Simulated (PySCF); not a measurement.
Compound: cyclopentadienethione, C5H4S.
Bonds: S1–C2 (double), C2–C3, C3–C4 (double), C4–C5, C5–C6 (double), C2–C6. Hydrogens: H7 on C3; H8 on C4; H9 on C5; H10 on C6.

The closed-shell ground state was solved at several levels (PySCF, density fitting, gas phase, non-relativistic). Isolated species at its PBE0-D3(BJ)/def2-SVP geometry, gas phase.

```csv
level,basis functions,HOMO (eV),LUMO (eV),gap (eV),dipole (D)
wB97X-D/def2-SVPD,159,-8.67,-1.94,6.73,2.58
PBE0/def2-SVP,108,-6.62,-3.45,3.17,2.19
PBE0/6-31G*,96,-6.59,-3.35,3.24,2.63
PBE0/def2-TZVPD,267,-6.77,-3.57,3.20,2.45
wB97X-D/pcSseg-2,279,-8.64,-1.89,6.75,2.52
PBE0/6-31+G*,120,-6.77,-3.57,3.20,2.53
PBE0/def2-TZVP,216,-6.73,-3.53,3.20,2.41
PBE0/aug-cc-pVDZ,178,-6.76,-3.57,3.19,2.53
CAM-B3LYP/def2-SVPD,159,-8.13,-2.52,5.61,2.49
PBE0/pcSseg-1,129,-6.80,-3.60,3.20,2.33
```

Q: Estimate the row for LC-wPBE/def2-SVPD, a basis of 159 functions; the other rows only guide the guess.

A: HOMO -9.54 eV, LUMO -1.55 eV, gap 7.99 eV, dipole 2.53 D.

Q: Over all these levels, which gives the widest orbital gap and which the narrowest?

A: LC-wPBE/def2-SVPD (range-separated hybrid) has the widest, 7.99 eV, and PBE0/def2-SVP (global hybrid, 25 % exact exchange) the narrowest, 3.17 eV. Functional and basis both differ between the two, so the spread mixes both effects.

Q: How much does the basis alone move the frontier levels among the 7 PBE0 rows?

A: The HOMO by 0.21 eV and the LUMO by 0.25 eV. By rising basis size (HOMO, LUMO in eV): 6-31G* -6.59, -3.35; def2-SVP -6.62, -3.45; 6-31+G* -6.77, -3.57; pcSseg-1 -6.80, -3.60; aug-cc-pVDZ -6.76, -3.57; def2-TZVP -6.73, -3.53; def2-TZVPD -6.77, -3.57.

Q: How far do the dipole and the HOMO energy spread over the levels?

A: The dipole runs from 2.19 to 2.63 D (mean 2.47 D) and the HOMO from -9.54 to -6.59 eV.
